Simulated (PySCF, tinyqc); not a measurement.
Orbital energy against energy difference: ionisation energy by orbital energies and by energy differences in the 6-31g basis, for Li2, spin multiplicity 1. Computed by the program tinyqc with PySCF. 

Geometry (angstrom):
```
atom,x,y,z
Li,0.0000,0.0000,0.0000
Li,0.0000,0.0000,2.5910
```

CCSD(T) difference in the same basis = 5.1470 eV

IP-EOM-CCSD = 5.1466 eV

The cation is unrestricted; errors are against CCSD(T) in this basis, not against experiment.

First vertical ionisation energy (eV):
```
method,-e(HOMO),E(cation) - E,error of -e(HOMO),error of the difference
HF,4.8872,4.397462,-0.2598,-0.7495
LDA,3.1820,5.374244,-1.9650,0.2273
PBE,3.1874,5.351269,-1.9596,0.2043
B3LYP,3.6279,5.412905,-1.5190,0.2659
PBE0,3.7508,5.291413,-1.3962,0.1444
CAM-B3LYP,4.5990,5.370566,-0.5480,0.2236
LC-wPBE,5.4795,5.226978,0.3325,0.0800
```

Koopmans errs by -0.26 eV and Delta-HF by -0.75 eV: relaxation, 0.49 eV, lowers the value and the missing correlation difference works against it. The PBE level is off by -2.0 eV through the wrong tail of its potential, though its energy difference is off by +0.20 eV; exact exchange deepens the level, and among the orbital energies HF comes closest; among the differences LC-wPBE does. The restricted reference is unstable here: a spin-polarised solution lies 0.0007 hartree lower (PySCF), so results built on it describe a poor reference.
